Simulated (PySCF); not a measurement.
Job file and geometry (Å, from GFN2-xTB) of an NMR shielding run on cyclobutane (SMILES C1CCC1), GIAO PBE0/pcSseg-1 NMR shielding, non-relativistic, gas phase (PySCF); density fitting, a coarse starting grid and PySCF grid level 2 are the driver's defaults:

```
$ OMP_NUM_THREADS=1 python probes_run.py task.json out

{"job": {"kind": "nmr", "xc": "PBE0", "basis": "pcSseg-1"}, "charge": 0, "multiplicity": 1}
C      0.303123     0.841256    -0.616144
C      1.040252    -0.239197     0.190361
C     -0.309909    -0.755424     0.711528
C     -1.032795     0.153734    -0.294204
H      0.389472     1.832847    -0.176304
H      0.561524     0.902433    -1.671553
H      1.557738    -0.960784    -0.438626
H      1.731711     0.123831     0.948161
H     -0.485931    -1.822950     0.595507
H     -0.500500    -0.480980     1.747134
H     -1.445337    -0.391096    -1.140975
H     -1.808151     0.795644     0.119090
```

Problem. What does the program print?

Solution. 
```
coarse grid: 9304 points
cycle   1  E = -156.9356730807  dE =  3.634e-01  |g| = 3.337e-01  |ddm| = 2.936e+00
cycle   2  E = -156.9242579921  dE =  1.142e-02  |g| = 4.079e-01  |ddm| = 6.337e-01
cycle   3  E = -156.9670821426  dE = -4.282e-02  |g| = 2.641e-02  |ddm| = 3.527e-01
cycle   4  E = -156.9672169199  dE = -1.348e-04  |g| = 3.636e-03  |ddm| = 2.414e-02
cycle   5  E = -156.9672199583  dE = -3.038e-06  |g| = 1.689e-04  |ddm| = 3.854e-03
final grid: 87808 points
cycle   6  E = -156.9931581290  dE = -2.555e-05  |g| = 7.903e-03  |ddm| = 2.300e-02
cycle   7  E = -156.9931490130  dE =  9.116e-06  |g| = 1.004e-02  |ddm| = 1.448e-02
cycle   8  E = -156.9931743155  dE = -2.530e-05  |g| = 2.412e-04  |ddm| = 7.994e-03
cycle   9  E = -156.9931743277  dE = -1.220e-08  |g| = 3.071e-05  |ddm| = 2.458e-04
cycle  10  E = -156.9931743279  dE = -2.050e-10  |g| = 5.034e-06  |ddm| = 4.660e-05
converged SCF energy = -156.9931743279

GIAO shielding tensors (ppm)
atom      isotropic    diamagn.    paramagn.     s11        s22        s33       span
  0 C      165.679     248.275     -82.596    151.416    163.457    182.165     30.749
  1 C      165.684     248.272     -82.588    151.396    163.454    182.202     30.806
  2 C      165.704     248.264     -82.560    151.453    163.405    182.253     30.800
  3 C      165.699     248.275     -82.575    151.420    163.430    182.248     30.828
  4 H       29.517      30.291      -0.774     26.791     27.364     34.397      7.606
  5 H       29.718      30.004      -0.286     26.691     26.746     35.716      9.025
  6 H       29.517      30.293      -0.776     26.789     27.365     34.396      7.607
  7 H       29.720      30.008      -0.288     26.695     26.746     35.719      9.024
  8 H       29.723      30.010      -0.287     26.694     26.754     35.722      9.028
  9 H       29.521      30.296      -0.775     26.795     27.365     34.403      7.608
 10 H       29.519      30.297      -0.778     26.791     27.367     34.399      7.607
 11 H       29.723      30.008      -0.285     26.697     26.749     35.724      9.027
```

Problem. Turn these shieldings into chemical shifts. Chemical shifts δ = σref − σ; 13C (σref 186.93) and 1H (σref 31.72) vs TMS, all at this level.

Solution. Averaging equivalent atoms: C 0/1/2/3: 21.2; H 4/5/6/7/8/9/10/11: 2.10 ppm. 

Size and cost of the density-fitted run: 108 basis functions, roughly 7 core-seconds.
